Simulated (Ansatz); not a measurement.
# SiHF₂ (doublet): from Hartree-Fock to the top rungs, cc-pVDZ

How much of the correlation energy of SiHF₂ (doublet) does each wave-function method recover here?

The runs use Ansatz 0.2.0, Gaussian basis; cc-pVDZ, core rule «outside noble gas», up to 7 orbitals frozen.

To be run: UHF; CCSD(T) on ROHF; CCSD(T) on UHF; BCCD(T) on ROHF; CISD; CCSDT(Q) on ROHF; CCSDT(Q) on UHF.

9 further runs of the same task are left out: 5 for a known fault of the program, 4 set aside as unsound or not needed.

## Step 1: The system

The geometry is a PBE0/def2-TZVP stationary point (not a proven minimum).

4 atoms, charge 0, spin multiplicity 2.

Atoms are counted from 1 here; the program's logs count them from 0.

Bond lengths: Si1–F2 1.592 Å, Si1–F3 1.592 Å, Si1–H4 1.493 Å. Angles: F2–Si1–F3 107.3°, F2–Si1–H4 107.6°, F3–Si1–H4 107.6°.

## Step 2: UHF

Input file in.yaml:

```yaml
crystal:
  periodic: [false, false, false]
  atoms:
    - {symbol: Si, position_ang: [-0.130217, -0.507043, 0.000000]}
    - {symbol: F, position_ang: [0.070738, 0.415258, -1.281724]}
    - {symbol: F, position_ang: [0.070738, 0.415259, 1.281724]}
    - {symbol: H, position_ang: [0.961743, -1.525831, 0.000001]}
basis:
  gaussian: {orbitals: cc-pVDZ}
magnetization: {spin_polarized: true, initial_magnetization: 1}
hamiltonian: {xc: hf}
output: {orbitals: {seedname: orbitals}}
```

Started as:

```console
$ ansatz run in.yaml --threads 1 --pin off --events-out ev --progress --plain --max-ram 4096MiB --backend cpu
```

After this run come: CCSD(T) on ROHF; CCSD(T) on UHF; BCCD(T) on ROHF; CISD; CCSDT(Q) on ROHF; CCSDT(Q) on UHF.

Before running them: what should the planned runs give, taken together? Wanted: UCCSDT(Q) below the RHF energy; RMP2 from UCCSDT(Q); UMP2 from UCCSDT(Q); RCCSD from UCCSDT(Q); RCCSD(T) from UCCSDT(Q); UCCSD(T) from UCCSDT(Q); RCCSDT(Q) from UCCSDT(Q); T1 diagnostic.

As calculated:

| quantity | value |
| --- | --- |
| UCCSDT(Q) below the RHF energy | -12.9217 eV |
| RMP2 from UCCSDT(Q) | +608.7 meV |
| UMP2 from UCCSDT(Q) | +600.9 meV |
| RCCSD from UCCSDT(Q) | +248.8 meV |
| RCCSD(T) from UCCSDT(Q) | +43.5 meV |
| UCCSD(T) from UCCSDT(Q) | +43.0 meV |
| RCCSDT(Q) from UCCSDT(Q) | +3.3 meV |
| levels within 1 kcal/mol (43 meV) | UCCSD(T), BCCD(T), RCCSDT, UCCSDT, RCCSDT(Q) |
| T1 diagnostic | 0.017 |

In words: RCCSD(T) lands +43.5 meV from the yardstick (0.3 % of the correlation energy). These misses are within one basis, not against nature; the frozen cores of restricted and unrestricted runs differ, which can shift their rows.
